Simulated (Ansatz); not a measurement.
System: diamond-structure Si. Method: revPBE (PAW; Ansatz, an electronic-structure program).

Numerical settings: plane-wave cutoff 520 eV, 12×12×12 k mesh, perturbation theory, scalar-relativistic PAW data made under PBE.

Cell (relaxed at this level):

```xyz
2
Lattice="0.0000 2.7469 2.7469 2.7469 0.0000 2.7469 2.7469 2.7469 0.0000" Properties=species:S:1:pos:R:3 pbc="T T T"
Si     2.7469     2.7469     2.7469
Si     4.1204     4.1204     4.1204
```

### Question
Predict the electronic dielectric constant ε∞ and zone-centre TO phonon frequency.

### Answer

electronic dielectric constant ε∞: 12.8
zone-centre TO phonon frequency: 499 cm⁻¹

Measured, for comparison: high-frequency dielectric constant 11.8 (300 K, not corrected to a static lattice, our sources range from 11.7 to 12.1; as tabulated in Skelton et al. (2020), arXiv:2005.00277); zone-centre TO phonon frequency 525 cm⁻¹ (low temperature, zero-point motion not removed; as tabulated in Tanner et al. (2021), arXiv:2110.11888). Computed (rounded) less measured: high-frequency dielectric constant +8 % (+6 % to +9 % over the range), zone-centre TO phonon frequency -5 %.

The result took about 2.9 core-minutes (a rough figure).
